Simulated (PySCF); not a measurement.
# PH2 (SMILES [PH2]) at UPBE/6-31G

Aim: the vertical doublet–quartet gap of PH2 at UPBE/6-31G, from 2 runs. Input form: a Python script.

The results are computed with PySCF 2.14.0.

13 further runs of the same task are left out: 2 that didn't finish, 11 set aside as unsound or not needed.

### 1 Starting point

The species is PH2 (3 atoms), meant as a doublet with charge 0. As SMILES, `[PH2]`. Geometry: relaxed at GFN2-xTB.

Bond lengths: P1–H2 1.392 Å, P1–H3 1.392 Å. Angles: H2–P1–H3 91.4°.

### 2 The energy at UPBE/6-31G

Input file job.py:

```python
from pyscf import gto, dft

molecule = gto.Mole()
molecule.atom = [
    ('P', (0.514470, -0.302750, 0.252680)),
    ('H', (0.111510, 1.027360, 0.172420)),
    ('H', (-0.625980, -0.724620, -0.425100)),
]
molecule.spin = 1
molecule.verbose = 3
molecule.charge = 0
molecule.basis = '6-31g'
molecule.max_memory = 1860
molecule.build()

mf = dft.UKS(molecule, xc='pbe')
mf.conv_tol = 1e-10
mf.grids.level = 5
mf.kernel()
if not mf.converged:
    mf = mf.newton().run(mf.mo_coeff, mf.mo_occ)

e_tot = mf.e_tot
print('E = %.10f Eh' % e_tot)
```

The run is started by

```bash
$ OMP_NUM_THREADS=1 python job.py
```

What it wrote:

```text
converged SCF energy = -342.286584691401  <S^2> = 0.75164854  2S+1 = 2.0016479
E = -342.2865846914 Eh
```

It took 1.9 s on 1 thread of Intel Xeon Platinum 8488C (Sapphire Rapids), shared host; peak memory 0.18 GiB.

### 3 The quartet at the same level

Input file input.py:

```python
from pyscf import gto, dft

molecule = gto.M(
    atom=[
    ('P', (0.514470, -0.302750, 0.252680)),
    ('H', (0.111510, 1.027360, 0.172420)),
    ('H', (-0.625980, -0.724620, -0.425100)),
],
    basis='6-31g',
    verbose=3,
    spin=3,
    max_memory=1860,
)

mf = dft.UKS(molecule)
mf.xc = 'pbe'
mf.grids.level = 5
mf.conv_tol = 1e-10
mf.kernel()
if not mf.converged:
    mf = mf.newton().run(mf.mo_coeff, mf.mo_occ)

e_tot = mf.e_tot
print('Final energy', e_tot)
```

The run is started by

```bash
$ OMP_NUM_THREADS=1 python input.py
```

What it wrote:

```text
WARN: HOMO 0.00185027086366485 >= LUMO -0.301783514697695

WARN: HOMO -0.035274134132479 >= LUMO -0.265780150067142

WARN: HOMO -0.0274781634513183 >= LUMO -0.247889466271688

WARN: HOMO -0.0279925906056893 >= LUMO -0.24908505985148

WARN: HOMO -0.028183700798397 >= LUMO -0.24907373671049

WARN: HOMO -0.0281249901451852 >= LUMO -0.249003028155742

WARN: HOMO -0.028127736173397 >= LUMO -0.249010290423771

WARN: HOMO -0.0281276911186433 >= LUMO -0.24901036042223

WARN: HOMO -0.0281275434150918 >= LUMO -0.2490102401192

WARN: HOMO -0.0281275270610487 >= LUMO -0.249010209441207

converged SCF energy = -342.038552609839  <S^2> = 3.7503153  2S+1 = 4.0001576
Final energy -342.0385526098386
```

It took 2 s on 1 thread of Intel Xeon Platinum 8488C (Sapphire Rapids), shared host; peak memory 0.18 GiB.

### 4 Outcome

At UPBE/6-31G:

| quantity | value |
| --- | --- |
| doublet: total energy | -342.28658 Eh |
| doublet: dipole moment | 1.40 D |
| doublet: HOMO energy (highest over α and β) | -5.99 eV |
| doublet: LUMO energy (lowest over α and β) | -4.22 eV |
| doublet: ⟨S²⟩ | 0.752 |
| quartet: total energy | -342.03855 Eh |
| quartet: dipole moment | 0.12 D |
| quartet: HOMO energy (highest over α and β) | -0.77 eV |
| quartet: ⟨S²⟩ | 3.750 |
| vertical energy of the quartet above the doublet | 6.749 eV |

In words: At this shape the quartet lies 6.75 eV (651 kJ/mol) above the doublet.
